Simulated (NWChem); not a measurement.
Species: SiH₃, doublet; SMILES [SiH3]

Results from NWChem. Spin-unrestricted. In the optimisation the excess spin sits in a (C3, its own frame). The geometry was optimised at PBE0-D3(BJ)/def2-TZVP, spin-unrestricted. No stability test was run on the SCF state. B3LYP is NWChem's, with the RPA form of VWN correlation. Vertical excitations in the gas phase; the lowest state need not have the same character in each row. Excited states of an open shell can be spin-contaminated.

```
level                     lowest excitation (eV)  lowest state with f > 0.02 (eV)  lowest empty minus highest occupied level, either spin (eV)
------------------------  ----------------------  -------------------------------  -----------------------------------------------------------
PBE/def2-SVPD, TDA                          5.01                             5.12                                                         1.84
B3LYP/def2-SVPD, TDA                        5.19                             5.23                                                         3.17
PBE0/def2-SVPD, TDA                         5.36                             5.46                                                         3.89
LRC-wPBEh/def2-SVPD, TDA                    5.40                             5.59                                                         7.50
```
